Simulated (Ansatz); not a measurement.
Geometry optimisation, Ansatz 0.2.0, RKS PBE0-D4/6-31G*.

Input:

```yaml
crystal:
  periodic: [false, false, false]
  atoms:
    - { symbol: B, position_ang: [0.0, 0.0, 0.0] }
    - { symbol: "N", position_ang: [0.0, 0.0, 1.9] }
    - { symbol: H, position_ang: [-0.877, -0.2713, 2.43] }
    - { symbol: H, position_ang: [0.877, 0.2713, 2.43] }
    - { symbol: H, position_ang: [1.0305, 0.0, -0.595] }
    - { symbol: H, position_ang: [-1.0305, 0.0, -0.595] }
    - { symbol: O, position_ang: [-0.2139, 1.6086, 0.5392] }
    - { symbol: H, position_ang: [-1.1525, 1.9139, 0.3252] }
    - { symbol: H, position_ang: [-0.1432, 1.0772, 1.5734] }
basis:
  gaussian: { orbitals: "6-31G*" }
hamiltonian:
  xc: pbe0
  dispersion: d4
relax:
  f_tol: 0.15
  max_steps: 25
  restrain:
    - { distance: [0, 6], at: 2.61, k: 30.0 }
    - { distance: [8, 1], at: 2.26, k: 30.0 }
    - { distance: [0, 1], at: 1.55, k: 30.0 }
    - { distance: [8, 6], at: 1.01, k: 30.0 }
```

Command:

```bash
$ ansatz run input.yaml --threads 1 --pin off --max-ram 2048MiB --backend cpu --events-out ev --progress --plain --runs-dir out
```

**Question.** Where does it end, and by what steps?

**Answer.** The forces met the threshold. The restraints hold the end off the free minimum; the threshold counts their pulls, which the force column leaves out. Restrained pairs: B1–O7 (1.71 → 2.61 Å), N2–H9 (1.13 → 2.26 Å), B1–N2 (1.90 → 1.47 Å), O7–H9 (1.16 → 0.99 Å). After 10 steps the energy has fallen by 2.508 eV (the restraints' own energy left out); H9 moved furthest, 0.84 Å.

```tsv
step	energy less start (eV)	largest force component (eV/Å)	accepted
0	0.0000	4.132	yes
1	-0.2896	3.024	yes
2	-0.5743	2.669	yes
3	-1.2046	2.302	yes
4	-2.1663	1.715	yes
5	-2.3770	2.145	yes
6	-2.4633	2.177	yes
7	-2.4625	2.238	yes
8	-2.4668	2.260	no
9	-2.4917	2.284	yes
10	-2.5081	2.259	yes
```

```xyz
9
Properties=species:S:1:pos:R:3
B 0.044 -0.189 0.285
N 0.070 -0.324 1.752
H -0.747 -0.578 2.286
H 0.935 -0.396 2.268
H 1.082 -0.052 -0.294
H -1.013 -0.305 -0.267
O -0.357 2.383 0.471
H -1.266 2.193 0.203
H -0.257 1.866 1.305
```

The run took 21 s on 1 thread of Arm Neoverse V1, with other jobs on the host, peak memory 0.13 GiB.
